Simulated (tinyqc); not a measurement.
RHF in the sto-3g basis, for H2O, spin multiplicity 1, step by step. One step of it, computed by the program tinyqc.

Task: Iteration 2: building the Fock matrix. J_ij = sum D_kl (ij|kl), K_ij = sum D_kl (ik|jl); F = H + J - 0.5 K; E = tr D H + tr D J / 2 - 0.25 tr D K + E_nn.

D after iteration 1:
```
,1O 1s,1O 2s,1O 2px,1O 2py,1O 2pz,2H 1s,3H 1s
1O 1s,2.108615,-0.461206,0.000000,0.000000,0.109473,-0.018117,-0.018117
1O 2s,-0.461206,2.074070,0.000000,0.000000,-0.643652,-0.106165,-0.106165
1O 2px,0.000000,0.000000,2.000000,0.000000,0.000000,0.000000,0.000000
1O 2py,0.000000,0.000000,0.000000,0.656678,0.000000,0.529181,-0.529181
1O 2pz,0.109473,-0.643652,0.000000,0.000000,1.179777,0.513646,0.513646
2H 1s,-0.018117,-0.106165,0.000000,0.529181,0.513646,0.667970,-0.184907
3H 1s,-0.018117,-0.106165,0.000000,-0.529181,0.513646,-0.184907,0.667970
```

core Hamiltonian H = T + V (hartree):
```
,1O 1s,1O 2s,1O 2px,1O 2py,1O 2pz,2H 1s,3H 1s
1O 1s,-32.742735,-7.617969,0.000000,0.000000,-0.018365,-1.828979,-1.828979
1O 2s,-7.617969,-9.354506,0.000000,0.000000,-0.214474,-3.856346,-3.856346
1O 2px,0.000000,0.000000,-7.473721,0.000000,0.000000,0.000000,0.000000
1O 2py,0.000000,0.000000,0.000000,-7.650253,0.000000,-2.158159,2.158159
1O 2pz,-0.018365,-0.214474,0.000000,0.000000,-7.558185,-1.560693,-1.560693
2H 1s,-1.828979,-3.856346,0.000000,-2.158159,-1.560693,-5.141766,-1.574717
3H 1s,-1.828979,-3.856346,0.000000,2.158159,-1.560693,-1.574717,-5.141766
```

Two-electron integrals (ij|kl) in chemists' order, unique and non-zero (hartree):
```
i,j,k,l,(ij|kl)
1,1,1,1,4.785065
2,1,1,1,0.741380
2,1,2,1,0.136873
2,2,1,1,1.118947
2,2,2,1,0.256633
2,2,2,2,0.817206
3,1,3,1,0.024477
3,2,3,1,0.037809
3,2,3,2,0.180518
3,3,1,1,1.115814
3,3,2,1,0.256684
3,3,2,2,0.817023
3,3,3,3,0.880159
4,1,4,1,0.024477
4,2,4,1,0.037809
4,2,4,2,0.180518
4,3,4,3,0.047444
4,4,1,1,1.115814
4,4,2,1,0.256684
4,4,2,2,0.817023
4,4,3,3,0.785270
4,4,4,4,0.880159
5,1,5,1,0.024477
5,2,5,1,0.037809
5,2,5,2,0.180518
5,3,5,3,0.047444
5,4,5,4,0.047444
5,5,1,1,1.115814
5,5,2,1,0.256684
5,5,2,2,0.817023
5,5,3,3,0.785270
5,5,4,4,0.785270
5,5,5,5,0.880159
6,1,1,1,0.179601
6,1,2,1,0.032857
6,1,2,2,0.061140
6,1,3,3,0.061025
6,1,4,1,0.001239
6,1,4,2,0.002311
6,1,4,4,0.061263
6,1,5,1,0.000857
6,1,5,2,0.001599
6,1,5,4,0.000165
6,1,5,5,0.061139
6,1,6,1,0.007989
6,2,1,1,0.416676
6,2,2,1,0.096674
6,2,2,2,0.338472
6,2,3,3,0.332900
6,2,4,1,0.005932
6,2,4,2,0.044432
6,2,4,4,0.343995
6,2,5,1,0.004103
6,2,5,2,0.030734
6,2,5,4,0.007674
6,2,5,5,0.338208
6,2,6,1,0.023618
6,2,6,2,0.170434
6,3,3,1,0.010358
6,3,3,2,0.059406
6,3,4,3,0.009341
6,3,5,3,0.006462
6,3,6,3,0.024925
6,4,1,1,0.239543
6,4,2,1,0.056322
6,4,2,2,0.210641
6,4,3,3,0.200984
6,4,4,1,0.013405
6,4,4,2,0.085777
6,4,4,4,0.226470
6,4,5,1,0.002108
6,4,5,2,0.018241
6,4,5,4,0.011168
6,4,5,5,0.204239
6,4,6,1,0.014397
6,4,6,2,0.128837
6,4,6,4,0.121254
6,5,1,1,0.165694
6,5,2,1,0.038959
6,5,2,2,0.145703
6,5,3,3,0.139022
6,5,4,1,0.002108
6,5,4,2,0.018241
6,5,4,4,0.143729
6,5,5,1,0.011816
6,5,5,2,0.072024
6,5,5,4,0.012597
6,5,5,5,0.154197
6,5,6,1,0.009959
6,5,6,2,0.089118
6,5,6,4,0.066632
6,5,6,5,0.071015
6,6,1,1,0.540878
6,6,2,1,0.127529
6,6,2,2,0.509979
6,6,3,3,0.489186
6,6,4,1,0.010570
6,6,4,2,0.107363
6,6,4,4,0.530962
6,6,5,1,0.007311
6,6,5,2,0.074264
6,6,5,4,0.028897
6,6,5,5,0.509174
6,6,6,1,0.031471
6,6,6,2,0.316456
6,6,6,4,0.273379
6,6,6,5,0.189099
6,6,6,6,0.774606
7,1,1,1,0.179601
7,1,2,1,0.032857
7,1,2,2,0.061140
7,1,3,3,0.061025
7,1,4,1,-0.001239
7,1,4,2,-0.002311
7,1,4,4,0.061263
7,1,5,1,0.000857
7,1,5,2,0.001599
7,1,5,4,-0.000165
7,1,5,5,0.061139
7,1,6,1,0.007857
7,1,6,2,0.022827
7,1,6,4,0.012668
7,1,6,5,0.009631
7,1,6,6,0.030006
7,1,7,1,0.007989
7,2,1,1,0.416676
7,2,2,1,0.096674
7,2,2,2,0.338472
7,2,3,3,0.332900
7,2,4,1,-0.005932
7,2,4,2,-0.044432
7,2,4,4,0.343995
7,2,5,1,0.004103
7,2,5,2,0.030734
7,2,5,4,-0.007674
7,2,5,5,0.338208
7,2,6,1,0.022827
7,2,6,2,0.138192
7,2,6,4,0.071834
7,2,6,5,0.070201
7,2,6,6,0.211231
7,2,7,1,0.023618
7,2,7,2,0.170434
7,3,3,1,0.010358
7,3,3,2,0.059406
7,3,4,3,-0.009341
7,3,5,3,0.006462
7,3,6,3,0.019534
7,3,7,3,0.024925
7,4,1,1,-0.239543
7,4,2,1,-0.056322
7,4,2,2,-0.210641
7,4,3,3,-0.200984
7,4,4,1,0.013405
7,4,4,2,0.085777
7,4,4,4,-0.226470
7,4,5,1,-0.002108
7,4,5,2,-0.018241
7,4,5,4,0.011168
7,4,5,5,-0.204239
7,4,6,1,-0.012668
7,4,6,2,-0.071834
7,4,6,4,-0.018262
7,4,6,5,-0.035637
7,4,6,6,-0.096472
7,4,7,1,-0.014397
7,4,7,2,-0.128837
7,4,7,4,0.121254
7,5,1,1,0.165694
7,5,2,1,0.038959
7,5,2,2,0.145703
7,5,3,3,0.139022
7,5,4,1,-0.002108
7,5,4,2,-0.018241
7,5,4,4,0.143729
7,5,5,1,0.011816
7,5,5,2,0.072024
7,5,5,4,-0.012597
7,5,5,5,0.154197
7,5,6,1,0.009631
7,5,6,2,0.070201
7,5,6,4,0.035637
7,5,6,5,0.054646
7,5,6,6,0.117685
7,5,7,1,0.009959
7,5,7,2,0.089118
7,5,7,4,-0.066632
7,5,7,5,0.071015
7,6,1,1,0.158350
7,6,2,1,0.037027
7,6,2,2,0.139246
7,6,3,3,0.136287
7,6,4,4,0.139267
7,6,5,1,0.002542
7,6,5,2,0.022067
7,6,5,5,0.142038
7,6,6,1,0.008938
7,6,6,2,0.068180
7,6,6,4,0.044424
7,6,6,5,0.040079
7,6,6,6,0.127627
7,6,7,1,0.008938
7,6,7,2,0.068180
7,6,7,4,-0.044424
7,6,7,5,0.040079
7,6,7,6,0.032654
7,7,1,1,0.540878
7,7,2,1,0.127529
7,7,2,2,0.509979
7,7,3,3,0.489186
7,7,4,1,-0.010570
7,7,4,2,-0.107363
7,7,4,4,0.530962
7,7,5,1,0.007311
7,7,5,2,0.074264
7,7,5,4,-0.028897
7,7,5,5,0.509174
7,7,6,1,0.030006
7,7,6,2,0.211231
7,7,6,4,0.096472
7,7,6,5,0.117685
7,7,6,6,0.336885
7,7,7,1,0.031471
7,7,7,2,0.316456
7,7,7,4,-0.273379
7,7,7,5,0.189099
7,7,7,6,0.127627
7,7,7,7,0.774606
```

nuclear repulsion = 9.36256769 hartree

Give: Coulomb J; exchange K; Fock matrix F; total energy of this density.

Result:

Coulomb J (hartree):
```
,1O 1s,1O 2s,1O 2px,1O 2py,1O 2pz,2H 1s,3H 1s
1O 1s,17.3291,3.2666,0.0000,0.0000,-0.0076,0.7838,0.7838
1O 2s,3.2666,8.1790,0.0000,0.0000,0.0404,3.3796,3.3796
1O 2px,0.0000,0.0000,8.1814,0.0000,0.0000,0.0000,0.0000
1O 2py,0.0000,0.0000,0.0000,8.1676,0.0000,2.0984,-2.0984
1O 2pz,-0.0076,0.0404,0.0000,0.0000,8.1640,1.4728,1.4728
2H 1s,0.7838,3.3796,0.0000,2.0984,1.4728,5.2019,1.3975
3H 1s,0.7838,3.3796,0.0000,-2.0984,1.4728,1.3975,5.2019
```

exchange K (hartree):
```
,1O 1s,1O 2s,1O 2px,1O 2py,1O 2pz,2H 1s,3H 1s
1O 1s,9.7690,1.6493,0.0000,0.0000,0.0077,0.4119,0.4119
1O 2s,1.6493,2.6224,0.0000,0.0000,-0.1069,1.1675,1.1675
1O 2px,0.0000,0.0000,2.2717,0.0000,0.0000,0.0000,0.0000
1O 2py,0.0000,0.0000,0.0000,1.7537,0.0000,0.7136,-0.7136
1O 2pz,0.0077,-0.1069,0.0000,0.0000,1.9423,0.5360,0.5360
2H 1s,0.4119,1.1675,0.0000,0.7136,0.5360,1.3359,0.4338
3H 1s,0.4119,1.1675,0.0000,-0.7136,0.5360,0.4338,1.3359
```

Fock matrix F (hartree):
```
,1O 1s,1O 2s,1O 2px,1O 2py,1O 2pz,2H 1s,3H 1s
1O 1s,-20.2981,-5.1761,0.0000,0.0000,-0.0298,-1.2511,-1.2511
1O 2s,-5.1761,-2.4867,0.0000,0.0000,-0.1207,-1.0605,-1.0605
1O 2px,0.0000,0.0000,-0.4282,0.0000,0.0000,0.0000,0.0000
1O 2py,0.0000,0.0000,0.0000,-0.3595,0.0000,-0.4165,0.4165
1O 2pz,-0.0298,-0.1207,0.0000,0.0000,-0.3653,-0.3559,-0.3559
2H 1s,-1.2511,-1.0605,0.0000,-0.4165,-0.3559,-0.6078,-0.3941
3H 1s,-1.2511,-1.0605,0.0000,0.4165,-0.3559,-0.3941,-0.6078
```

total energy of this density = -74.948029 hartree
